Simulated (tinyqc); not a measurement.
UHF in the sto-6g basis, for NH3, spin multiplicity 1, step by step (part 1 of 3). Computed by tinyqc, a small Python program that keeps every step (integrals from PySCF). Settings: charge = 0, multiplicity = 1, basis = sto-6g, energy threshold = 1e-10, iteration cap = 65, orthogonalisation = symmetric, start = core, DIIS depth = 8, method = UHF, break = 0.2. Command: `OMP_NUM_THREADS=1 python tinyqc.py 23334 23335 out.jsonl` (the two numbers bound the seeds that draw the settings). One thread of a shared host (Intel(R) Xeon(R) Processor @ 2.60GHz), about 0.2 s of CPU time with the checks. Later iterations appear only in the table of the cycle.

## One-electron integrals

Geometry (angstrom):
```
atom          x          y         z
N      0.000000   0.000000  0.531000
H      0.889000   0.000000  0.000000
H     -0.444000   0.769000  0.000000
H     -0.444000  -0.769000  0.000000
```

Basis sto-6g: exponents (1/bohr^2) and contraction coefficients of normalised primitives:
```
element  l (shell)     exponent  coefficient
N            s (1)  1027.828458     0.009164
N            s (1)   188.451223     0.049361
N            s (1)    52.721861     0.168538
N            s (1)    18.111382     0.370563
N            s (1)     7.033180     0.416492
N            s (1)     2.896652     0.130334
N            s (2)    39.198808    -0.013253
N            s (2)     7.758467    -0.046992
N            s (2)     2.411326    -0.033785
N            s (2)     0.927724     0.250242
N            s (2)     0.402911     0.595117
N            s (2)     0.184684     0.240706
N            p (3)    39.198808     0.003760
N            p (3)     7.758467     0.037679
N            p (3)     2.411326     0.173897
N            p (3)     0.927724     0.418036
N            p (3)     0.402911     0.425860
N            p (3)     0.184684     0.101708
H            s (1)    35.523221     0.009164
H            s (1)     6.513144     0.049361
H            s (1)     1.822143     0.168538
H            s (1)     0.625955     0.370563
H            s (1)     0.243077     0.416492
H            s (1)     0.100112     0.130334
```

Overlap, kinetic and nuclear-attraction integrals over the contracted functions; the nuclear repulsion is the sum of Za Zb / Rab.

nuclear repulsion = 11.76952587 hartree

overlap S, lower triangle:
```
           1N 1s     1N 2s     1N 2px     1N 2py     1N 2pz     2H 1s     3H 1s     4H 1s
1N 1s   1.000000
1N 2s   0.229416  1.000000
1N 2px  0.000000  0.000000   1.000000
1N 2py  0.000000  0.000000   0.000000   1.000000
1N 2pz  0.000000  0.000000   0.000000   0.000000   1.000000
2H 1s   0.057091  0.481515   0.370226   0.000000  -0.221136  1.000000
3H 1s   0.057206  0.482056  -0.185195   0.320755  -0.221483  0.242817  1.000000
4H 1s   0.057206  0.482056  -0.185195  -0.320755  -0.221483  0.242817  0.243139  1.000000
```

kinetic energy T (hartree), lower triangle:
```
            1N 1s     1N 2s     1N 2px     1N 2py     1N 2pz     2H 1s     3H 1s     4H 1s
1N 1s   22.236411
1N 2s   -0.678745  0.632900
1N 2px   0.000000  0.000000   1.901294
1N 2py   0.000000  0.000000   0.000000   1.901294
1N 2pz   0.000000  0.000000   0.000000   0.000000   1.901294
2H 1s   -0.005309  0.113255   0.229279   0.000000  -0.136949  0.768522
3H 1s   -0.005283  0.113602  -0.114859   0.198934  -0.137365  0.005697  0.768522
4H 1s   -0.005283  0.113602  -0.114859  -0.198934  -0.137365  0.005697  0.005772  0.768522
```

nuclear attraction V (hartree), lower triangle:
```
             1N 1s      1N 2s     1N 2px     1N 2py     1N 2pz      2H 1s      3H 1s      4H 1s
1N 1s   -48.207439
1N 2s    -4.998971  -8.329519
1N 2px    0.000020   0.000158  -8.342304
1N 2py    0.000000   0.000000   0.000000  -8.342403
1N 2pz    0.024675   0.270476  -0.000128   0.000000  -8.302956
2H 1s    -1.418325  -3.341872  -2.331654   0.000000   1.481323  -5.406516
3H 1s    -1.421226  -3.346574   1.166793  -2.020781   1.484110  -1.412261  -5.409342
4H 1s    -1.421226  -3.346574   1.166793   2.020781   1.484110  -1.412261  -1.414431  -5.409342
```

core Hamiltonian H = T + V (hartree), lower triangle:
```
             1N 1s      1N 2s     1N 2px     1N 2py     1N 2pz      2H 1s      3H 1s      4H 1s
1N 1s   -25.971028
1N 2s    -5.677716  -7.696619
1N 2px    0.000020   0.000158  -6.441010
1N 2py    0.000000   0.000000   0.000000  -6.441109
1N 2pz    0.024675   0.270476  -0.000128   0.000000  -6.401662
2H 1s    -1.423634  -3.228616  -2.102375   0.000000   1.344374  -4.637994
3H 1s    -1.426510  -3.232973   1.051934  -1.821847   1.346744  -1.406564  -4.640820
4H 1s    -1.426510  -3.232973   1.051934   1.821847   1.346744  -1.406564  -1.408659  -4.640820
```

## Two-electron integrals

Functions are numbered as in S; the eight-fold symmetry (ij|kl) = (ji|kl) = (kl|ij) leaves the list below.

Two-electron integrals (ij|kl) in chemists' order, unique and non-zero (hartree):
```
(11|11) 4.168742    (21|11) 0.583648    (21|21) 0.104114    (22|11) 0.968487
(22|21) 0.214450    (22|22) 0.708398    (31|31) 0.022075    (32|31) 0.033611
(32|32) 0.156576    (33|11) 0.968488    (33|21) 0.214450    (33|22) 0.708398
(33|33) 0.763241    (41|41) 0.022075    (42|41) 0.033611    (42|42) 0.156576
(43|43) 0.041133    (44|11) 0.968488    (44|21) 0.214450    (44|22) 0.708398
(44|33) 0.680975    (44|44) 0.763241    (51|51) 0.022075    (52|51) 0.033611
(52|52) 0.156576    (53|53) 0.041133    (54|54) 0.041133    (55|11) 0.968488
(55|21) 0.214450    (55|22) 0.708398    (55|33) 0.680975    (55|44) 0.680975
(55|55) 0.763241    (61|11) 0.154889    (61|21) 0.026481    (61|22) 0.053348
(61|31) 0.001272    (61|32) 0.002484    (61|33) 0.053528    (61|44) 0.053200
(61|51) -0.000760   (61|52) -0.001484   (61|53) -0.000196   (61|55) 0.053317
(61|61) 0.006891    (62|11) 0.360060    (62|21) 0.080746    (62|22) 0.292610
(62|31) 0.006202    (62|32) 0.044617    (62|33) 0.299572    (62|44) 0.286862
(62|51) -0.003704   (62|52) -0.026649   (62|53) -0.007592   (62|55) 0.291397
(62|61) 0.020803    (62|62) 0.151931    (63|11) 0.239003    (63|21) 0.054361
(63|22) 0.209497    (63|31) 0.012597    (63|32) 0.079314    (63|33) 0.226425
(63|44) 0.199454    (63|51) -0.002183   (63|52) -0.017908   (63|53) -0.010698
(63|55) 0.202611    (63|61) 0.014679    (63|62) 0.130767    (63|63) 0.131386
(64|41) 0.008942    (64|42) 0.049333    (64|43) 0.009061    (64|54) -0.005412
(64|64) 0.020506    (65|11) -0.142757   (65|21) -0.032470   (65|22) -0.125132
(65|31) -0.002183   (65|32) -0.017908   (65|33) -0.124420   (65|44) -0.119134
(65|51) 0.010246    (65|52) 0.060029    (65|53) 0.012218    (65|55) -0.131844
(65|61) -0.008767   (65|62) -0.078107   (65|63) -0.066229   (65|65) 0.060064
(66|11) 0.496676    (66|21) 0.113434    (66|22) 0.466839    (66|31) 0.011523
(66|32) 0.110573    (66|33) 0.493395    (66|44) 0.444913    (66|51) -0.006883
(66|52) -0.066045   (66|53) -0.028958   (66|55) 0.462210    (66|61) 0.029643
(66|62) 0.301772    (66|63) 0.291783    (66|65) -0.174282   (66|66) 0.774999
(71|11) 0.155205    (71|21) 0.026535    (71|22) 0.053456    (71|31) -0.000637
(71|32) -0.001244   (71|33) 0.053390    (71|41) 0.001104    (71|42) 0.002155
(71|43) -0.000142   (71|44) 0.053554    (71|51) -0.000762   (71|52) -0.001488
(71|53) 0.000098    (71|54) -0.000170   (71|55) 0.053425    (71|61) 0.006784
(71|62) 0.020044    (71|63) 0.013137    (71|64) 0.000580    (71|65) -0.008447
(71|66) 0.028099    (71|71) 0.006919    (72|11) 0.360578    (72|21) 0.080862
(72|22) 0.293001    (72|31) -0.003104   (72|32) -0.022327   (72|33) 0.290426
(72|41) 0.005376    (72|42) 0.038669    (72|43) -0.005506   (72|44) 0.296783
(72|51) -0.003712   (72|52) -0.026701   (72|53) 0.003802    (72|54) -0.006585
(72|55) 0.291794    (72|61) 0.020032    (72|62) 0.121942    (72|63) 0.080141
(72|64) 0.012822    (72|65) -0.061144   (72|66) 0.199207    (72|71) 0.020874
(72|72) 0.152298    (73|11) -0.119598   (73|21) -0.027202   (73|22) -0.104822
(73|31) 0.009872    (73|32) 0.056907    (73|33) -0.109973   (73|41) -0.001584
(73|42) -0.012986   (73|43) 0.009770    (73|44) -0.103115   (73|51) 0.001093
(73|52) 0.008967    (73|53) -0.006747   (73|54) 0.002291    (73|55) -0.101379
(73|61) -0.006058   (73|62) -0.028928   (73|63) -0.003733   (73|64) -0.002309
(73|65) 0.014118    (73|66) -0.033324   (73|71) -0.007360   (73|72) -0.065501
(73|73) 0.048316    (74|11) 0.207141    (74|21) 0.047114    (74|22) 0.181550
(74|31) -0.001584   (74|32) -0.012986   (74|33) 0.174762    (74|41) 0.011701
(74|42) 0.071900    (74|43) -0.007853   (74|44) 0.194302    (74|51) -0.001894
(74|52) -0.015530   (74|53) 0.002291    (74|54) -0.009392   (74|55) 0.175586
(74|61) 0.011652    (74|62) 0.075765    (74|63) 0.049304    (74|64) 0.023388
(74|65) -0.037200   (74|66) 0.123788    (74|71) 0.012748    (74|72) 0.113446
(74|73) -0.048068   (74|74) 0.103815    (75|11) -0.143032   (75|21) -0.032532
(75|22) -0.125362   (75|31) 0.001093    (75|32) 0.008967    (75|33) -0.120674
(75|41) -0.001894   (75|42) -0.015530   (75|43) 0.002291    (75|44) -0.123320
(75|51) 0.010266    (75|52) 0.060133    (75|53) -0.006117   (75|54) 0.010595
(75|55) -0.132091   (75|61) -0.008446   (75|62) -0.061166   (75|63) -0.039321
(75|64) -0.006372   (75|65) 0.045985    (75|66) -0.108262   (75|71) -0.008802
(75|72) -0.078335   (75|73) 0.033191    (75|74) -0.057486   (75|75) 0.060257
(76|11) 0.143607    (76|21) 0.032490    (76|22) 0.126147    (76|31) 0.000981
(76|32) 0.008097    (76|33) 0.125240    (76|41) 0.001696    (76|42) 0.014002
(76|43) 0.000433    (76|44) 0.125735    (76|51) -0.002342   (76|52) -0.019334
(76|53) -0.002065   (76|54) -0.003573   (76|55) 0.127466    (76|61) 0.008284
(76|62) 0.064360    (76|63) 0.050914    (76|64) 0.006055    (76|65) -0.036680
(76|66) 0.128567    (76|71) 0.008300    (76|72) 0.064427    (76|73) -0.020210
(76|74) 0.047137    (76|75) -0.036733   (76|76) 0.033132    (77|11) 0.497048
(77|21) 0.113517    (77|22) 0.467113    (77|31) -0.005767   (77|32) -0.055310
(77|33) 0.457294    (77|41) 0.009988    (77|42) 0.095795    (77|43) -0.020995
(77|44) 0.481534    (77|51) -0.006897   (77|52) -0.066147   (77|53) 0.014497
(77|54) -0.025108   (77|55) 0.462509    (77|61) 0.028063    (77|62) 0.199056
(77|63) 0.123874    (77|64) 0.032998    (77|65) -0.108154   (77|66) 0.337898
(77|71) 0.029725    (77|72) 0.302198    (77|73) -0.146011   (77|74) 0.252888
(77|75) -0.174621   (77|76) 0.128567    (77|77) 0.774999    (81|11) 0.155205
(81|21) 0.026535    (81|22) 0.053456    (81|31) -0.000637   (81|32) -0.001244
(81|33) 0.053390    (81|41) -0.001104   (81|42) -0.002155   (81|43) 0.000142
(81|44) 0.053554    (81|51) -0.000762   (81|52) -0.001488   (81|53) 0.000098
(81|54) 0.000170    (81|55) 0.053425    (81|61) 0.006784    (81|62) 0.020044
(81|63) 0.013137    (81|64) -0.000580   (81|65) -0.008447   (81|66) 0.028099
(81|71) 0.006798    (81|72) 0.020073    (81|73) -0.007077   (81|74) 0.011095
(81|75) -0.008463   (81|76) 0.008047    (81|77) 0.028120    (81|81) 0.006919
(82|11) 0.360578    (82|21) 0.080862    (82|22) 0.293001    (82|31) -0.003104
(82|32) -0.022327   (82|33) 0.290426    (82|41) -0.005376   (82|42) -0.038669
(82|43) 0.005506    (82|44) 0.296783    (82|51) -0.003712   (82|52) -0.026701
(82|53) 0.003802    (82|54) 0.006585    (82|55) 0.291794    (82|61) 0.020032
(82|62) 0.121942    (82|63) 0.080141    (82|64) -0.012822   (82|65) -0.061144
(82|66) 0.199207    (82|71) 0.020073    (82|72) 0.122109    (82|73) -0.051218
(82|74) 0.063025    (82|75) -0.061254   (82|76) 0.053192    (82|77) 0.199326
(82|81) 0.020874    (82|82) 0.152298    (83|11) -0.119598   (83|21) -0.027202
(83|22) -0.104822   (83|31) 0.009872    (83|32) 0.056907    (83|33) -0.109973
(83|41) 0.001584    (83|42) 0.012986    (83|43) -0.009770   (83|44) -0.103115
(83|51) 0.001093    (83|52) 0.008967    (83|53) -0.006747   (83|54) -0.002291
(83|55) -0.101379   (83|61) -0.006058   (83|62) -0.028928   (83|63) -0.003733
(83|64) 0.002309    (83|65) 0.014118    (83|66) -0.033324   (83|71) -0.007077
(83|72) -0.051218   (83|73) 0.037000    (83|74) -0.025824   (83|75) 0.025202
(83|76) -0.016462   (83|77) -0.090594   (83|81) -0.007360   (83|82) -0.065501
(83|83) 0.048316    (84|11) -0.207141   (84|21) -0.047114   (84|22) -0.181550
(84|31) 0.001584    (84|32) 0.012986    (84|33) -0.174762   (84|41) 0.011701
(84|42) 0.071900    (84|43) -0.007853   (84|44) -0.194302   (84|51) 0.001894
(84|52) 0.015530    (84|53) -0.002291   (84|54) -0.009392   (84|55) -0.175586
(84|61) -0.011652   (84|62) -0.075765   (84|63) -0.049304   (84|64) 0.023388
(84|65) 0.037200    (84|66) -0.123788   (84|71) -0.011095   (84|72) -0.063025
(84|73) 0.025824    (84|74) -0.017294   (84|75) 0.030884    (84|76) -0.028520
(84|77) -0.090807   (84|81) -0.012748   (84|82) -0.113446   (84|83) 0.048068
(84|84) 0.103815    (85|11) -0.143032   (85|21) -0.032532   (85|22) -0.125362
(85|31) 0.001093    (85|32) 0.008967    (85|33) -0.120674   (85|41) 0.001894
(85|42) 0.015530    (85|43) -0.002291   (85|44) -0.123320   (85|51) 0.010266
(85|52) 0.060133    (85|53) -0.006117   (85|54) -0.010595   (85|55) -0.132091
(85|61) -0.008446   (85|62) -0.061166   (85|63) -0.039321   (85|64) 0.006372
(85|65) 0.045985    (85|66) -0.108262   (85|71) -0.008463   (85|72) -0.061254
(85|73) 0.025202    (85|74) -0.030884   (85|75) 0.046067    (85|76) -0.029552
(85|77) -0.108346   (85|81) -0.008802   (85|82) -0.078335   (85|83) 0.033191
(85|84) 0.057486    (85|85) 0.060257    (86|11) 0.143607    (86|21) 0.032490
(86|22) 0.126147    (86|31) 0.000981    (86|32) 0.008097    (86|33) 0.125240
(86|41) -0.001696   (86|42) -0.014002   (86|43) -0.000433   (86|44) 0.125735
(86|51) -0.002342   (86|52) -0.019334   (86|53) -0.002065   (86|54) 0.003573
(86|55) 0.127466    (86|61) 0.008284    (86|62) 0.064360    (86|63) 0.050914
(86|64) -0.006055   (86|65) -0.036680   (86|66) 0.128567    (86|71) 0.008047
(86|72) 0.053192    (86|73) -0.016462   (86|74) 0.028520    (86|75) -0.029552
(86|76) 0.027794    (86|77) 0.089176    (86|81) 0.008300    (86|82) 0.064427
(86|83) -0.020210   (86|84) -0.047137   (86|85) -0.036733   (86|86) 0.033132
(87|11) 0.143831    (87|21) 0.032540    (87|22) 0.126335    (87|31) -0.001962
(87|32) -0.016195   (87|33) 0.126172    (87|44) 0.125174    (87|51) -0.002347
(87|52) -0.019369   (87|53) 0.004133    (87|55) 0.127659    (87|61) 0.008043
(87|62) 0.053200    (87|63) 0.032963    (87|65) -0.029545   (87|66) 0.089258
(87|71) 0.008313    (87|72) 0.064528    (87|73) -0.030764   (87|74) 0.041138
(87|75) -0.036792   (87|76) 0.027829    (87|77) 0.128771    (87|81) 0.008313
(87|82) 0.064528    (87|83) -0.030764   (87|84) -0.041138   (87|85) -0.036792
(87|86) 0.027829    (87|87) 0.033227    (88|11) 0.497048    (88|21) 0.113517
(88|22) 0.467113    (88|31) -0.005767   (88|32) -0.055310   (88|33) 0.457294
(88|41) -0.009988   (88|42) -0.095795   (88|43) 0.020995    (88|44) 0.481534
(88|51) -0.006897   (88|52) -0.066147   (88|53) 0.014497    (88|54) 0.025108
(88|55) 0.462509    (88|61) 0.028063    (88|62) 0.199056    (88|63) 0.123874
(88|64) -0.032998   (88|65) -0.108154   (88|66) 0.337898    (88|71) 0.028120
(88|72) 0.199326    (88|73) -0.090594   (88|74) 0.090807    (88|75) -0.108346
(88|76) 0.089176    (88|77) 0.338080    (88|81) 0.029725    (88|82) 0.302198
(88|83) -0.146011   (88|84) -0.252888   (88|85) -0.174621   (88|86) 0.128567
(88|87) 0.128771    (88|88) 0.774999
```

## Orthogonalisation

S = U s U^T; symmetric (Loewdin) form X = U s^(-1/2) U^T, so that X^T S X = 1.

eigenvalues of S: 0.276903  0.408807  0.409190  0.896739  1.084398  1.348054  1.348101  2.227808

X, lower triangle:
```
            1N 1s      1N 2s     1N 2px     1N 2py    1N 2pz      2H 1s      3H 1s     4H 1s
1N 1s    1.023454
1N 2s   -0.147632   1.375280
1N 2px   0.000010  -0.000244   1.121541
1N 2py   0.000000   0.000000   0.000000   1.121693
1N 2pz   0.013026  -0.160079   0.000133   0.000000  1.072240
2H 1s    0.019796  -0.303263  -0.276758   0.000000  0.137200   1.240314
3H 1s    0.019808  -0.303920   0.138525  -0.239984  0.137574  -0.062510   1.240987
4H 1s    0.019808  -0.303920   0.138525   0.239984  0.137574  -0.062510  -0.062618  1.240987
```

## Starting guess

The start is the orbitals of the core Hamiltonian, with HOMO and LUMO mixed by +/-0.2 rad for the two spins; D(s) = C_occ C_occ^T for each spin.

D(alpha) at the start, lower triangle:
```
            1N 1s      1N 2s     1N 2px     1N 2py     1N 2pz     2H 1s      3H 1s     4H 1s
1N 1s    1.066700
1N 2s   -0.325214   1.570522
1N 2px   0.000041  -0.000353   1.198651
1N 2py   0.008147  -0.037380   0.000019   1.205747
1N 2pz   0.043773  -0.280962   0.000225  -0.072633   1.099217
2H 1s    0.047689  -0.224558  -0.220095  -0.001193   0.126557  0.079665
3H 1s    0.029503  -0.141162   0.110152  -0.207466   0.289663  0.021749   0.119838
4H 1s    0.066025  -0.308742   0.110236   0.205077  -0.035963  0.016400  -0.015492  0.109127
```

D(beta) at the start, lower triangle:
```
            1N 1s      1N 2s     1N 2px     1N 2py     1N 2pz     2H 1s      3H 1s     4H 1s
1N 1s    1.066700
1N 2s   -0.325214   1.570522
1N 2px   0.000041  -0.000353   1.198651
1N 2py  -0.008147   0.037380  -0.000019   1.205747
1N 2pz   0.043773  -0.280962   0.000225   0.072633   1.099217
2H 1s    0.047689  -0.224558  -0.220095   0.001193   0.126557  0.079665
3H 1s    0.066025  -0.308742   0.110236  -0.205077  -0.035963  0.016400   0.109127
4H 1s    0.029503  -0.141162   0.110152   0.207466   0.289663  0.021749  -0.015492  0.119838
```

## Iteration 1: building the Fock matrix

J_ij = sum D_kl (ij|kl) with D = D(alpha) + D(beta), K_ij = sum D_kl (ik|jl) for each spin; F = H + J - K(s); E = tr D H + tr D J / 2 - 0.5 sum_s tr D(s) K(s) + E_nn.

Coulomb J (hartree), lower triangle:
```
            1N 1s      1N 2s     1N 2px     1N 2py     1N 2pz     2H 1s     3H 1s     4H 1s
1N 1s   16.524030
1N 2s    2.957123   7.749411
1N 2px  -0.000332  -0.003783   7.749345
1N 2py   0.000000   0.000000   0.000000   7.751539
1N 2pz  -0.007188  -0.000799   0.001135   0.000000   7.747345
2H 1s    0.755930   3.096200   2.167382   0.000000  -1.292967  4.713625
3H 1s    0.757513   3.104566  -1.088805   1.883556  -1.298147  1.304030  4.735868
4H 1s    0.757513   3.104566  -1.088805  -1.883556  -1.298147  1.304030  1.307567  4.735868
```

exchange K(alpha) (hartree), lower triangle:
```
            1N 1s      1N 2s     1N 2px     1N 2py     1N 2pz     2H 1s     3H 1s     4H 1s
1N 1s    4.316796
1N 2s    0.692574   1.231616
1N 2px   0.000034  -0.000402   1.031284
1N 2py  -0.001252  -0.002117  -0.002993   1.032443
1N 2pz  -0.001242  -0.010474   0.000401   0.002726   1.010782
2H 1s    0.189029   0.430443   0.228057  -0.001448  -0.135213  0.239191
3H 1s    0.189077   0.447475  -0.116899   0.201765  -0.098749  0.145300  0.250863
4H 1s    0.189625   0.417714  -0.114082  -0.199825  -0.174889  0.145882  0.142581  0.254967
```

exchange K(beta) (hartree), lower triangle:
```
            1N 1s      1N 2s     1N 2px     1N 2py     1N 2pz     2H 1s     3H 1s     4H 1s
1N 1s    4.316796
1N 2s    0.692574   1.231616
1N 2px   0.000034  -0.000402   1.031284
1N 2py   0.001252   0.002117   0.002993   1.032443
1N 2pz  -0.001242  -0.010474   0.000401  -0.002726   1.010782
2H 1s    0.189029   0.430443   0.228057   0.001448  -0.135213  0.239191
3H 1s    0.189625   0.417714  -0.114082   0.199825  -0.174889  0.145882  0.254967
4H 1s    0.189077   0.447475  -0.116899  -0.201765  -0.098749  0.145300  0.142581  0.250863
```

F(alpha) (hartree), lower triangle:
```
             1N 1s      1N 2s     1N 2px     1N 2py    1N 2pz      2H 1s      3H 1s      4H 1s
1N 1s   -13.763794
1N 2s    -3.413167  -1.178824
1N 2px   -0.000346  -0.003223   0.277051
1N 2py    0.001252   0.002117   0.002993   0.277988
1N 2pz    0.018729   0.280151   0.000607  -0.002726  0.334901
2H 1s    -0.856733  -0.562860  -0.163049   0.001448  0.186620  -0.163560
3H 1s    -0.858074  -0.575882   0.080027  -0.140056  0.147347  -0.247834  -0.155814
4H 1s    -0.858622  -0.546120   0.077211   0.138116  0.223486  -0.248415  -0.243672  -0.159919
```

F(beta) (hartree), lower triangle:
```
             1N 1s      1N 2s     1N 2px     1N 2py    1N 2pz      2H 1s      3H 1s      4H 1s
1N 1s   -13.763794
1N 2s    -3.413167  -1.178824
1N 2px   -0.000346  -0.003223   0.277051
1N 2py   -0.001252  -0.002117  -0.002993   0.277988
1N 2pz    0.018729   0.280151   0.000607   0.002726  0.334901
2H 1s    -0.856733  -0.562860  -0.163049  -0.001448  0.186620  -0.163560
3H 1s    -0.858622  -0.546120   0.077211  -0.138116  0.223486  -0.248415  -0.159919
4H 1s    -0.858074  -0.575882   0.080027   0.140056  0.147347  -0.247834  -0.243672  -0.155814
```

total energy of this density = -53.28038089 hartree
